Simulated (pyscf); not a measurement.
Structures and frequencies: ωB97X-D3(BJ)/def2-SVP in PySCF.

### Question
For HO–Mo(=S)(=S)–SH + H₂S -> S=Mo(=S)(SH)–SH + water (H₂O), a four-centre exchange (singlet surface; Mo–O, H–S broken, Mo–S, H–O formed), PBE/def2-TZVP gives ΔE‡ = 35.5 kJ/mol and ΔE = -6.6 kJ/mol (zero: the separated reactants). In which direction and how far do r²SCAN/def2-TZVP, B3LYP-D3(BJ)/def2-TZVP, ωB97M-D3(BJ)/def2-TZVP move these?

### Answer
r²SCAN: ΔE‡ = 36.0 kJ/mol, ΔE = -4.7 kJ/mol; B3LYP-D3(BJ): ΔE‡ = 36.0 kJ/mol, ΔE = -11.6 kJ/mol; ωB97M-D3(BJ): ΔE‡ = 43.8 kJ/mol, ΔE = -4.3 kJ/mol. PBE's barrier matches one of them and lies within 8.3 kJ/mol of the others. Its reaction energy lies among theirs. On the reactant side the descent ends in an adduct with a Mo–S contact, 17.7 kJ/mol under the separated species and 37.8 kJ/mol under the saddle at ωB97X-D3(BJ)/def2-TZVP. On the product side the descent ends in an adduct with a Mo–O contact (not fully relaxed), 22.8 kJ/mol under the separated species and 64.6 kJ/mol under the saddle at ωB97X-D3(BJ)/def2-TZVP. What is counted as formed (Mo–S) is already present as a longer contact in the reactant adduct; forming that adduct is a step of its own. What is counted as broken (Mo–O) persists as a longer contact in the product adduct; parting that adduct is a step of its own. At ωB97X-D3(BJ) the barrier from the zero used here is 20.2 kJ/mol. One saddle was located; it need not be the lowest between these sides. Elements past Kr carry the def2 core potentials, without spin-orbit coupling.
